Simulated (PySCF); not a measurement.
# SiH₄ + Cl₂ → SiH₂ + 2 HCl

Level: PBE0 in the def2-TZVP basis family, all electrons, no relativity, computed in PySCF with density fitting; open shells unrestricted.

```json
{"species": "SiH₄", "state and structure": "singlet, Td, Si–H 1.485 Å (×4)", "ZPE (kJ/mol)": "81.5", "H(298 K) − H(0) (kJ/mol)": "10.5", "S° (J/(mol K))": "204.7"}
{"species": "Cl₂", "state and structure": "singlet, D∞h, Cl–Cl 1.982 Å", "ZPE (kJ/mol)": "3.5", "H(298 K) − H(0) (kJ/mol)": "9.1", "S° (J/(mol K))": "222.5"}
{"species": "SiH₂", "state and structure": "singlet, C2v, Si–H 1.526 Å (×2); H–Si–H 91.1°", "ZPE (kJ/mol)": "30.6", "H(298 K) − H(0) (kJ/mol)": "10.0", "S° (J/(mol K))": "207.5"}
{"species": "HCl", "state and structure": "singlet, C∞v, H–Cl 1.279 Å", "ZPE (kJ/mol)": "17.9", "H(298 K) − H(0) (kJ/mol)": "8.7", "S° (J/(mol K))": "186.6"}
```

(1) Is the gas-phase reaction uphill or downhill in electronic energy at this level, and by how much?

(2) Add zero-point, thermal and entropy terms for 298.15 K and 1 bar.

## Answers

(1) At PBE0/def2-TZVP, ΔE = 80.1 kJ/mol, uphill. 

(2) ΔZPE = -18.6 and Δ[H(298) − H(0)] = 7.8 kJ/mol give ΔH° = 69.3 kJ/mol. ΔS° = 153.5 J/(mol K), so ΔG° = 69.3 − 298.15 × (0.1535) = 24 kJ/mol and log₁₀K = -4.1. ΔG° would change sign near 450 K if ΔH° and ΔS° stayed fixed.

Each species is the lowest minimum found with this bonding; other isomers or fragments can lie lower.
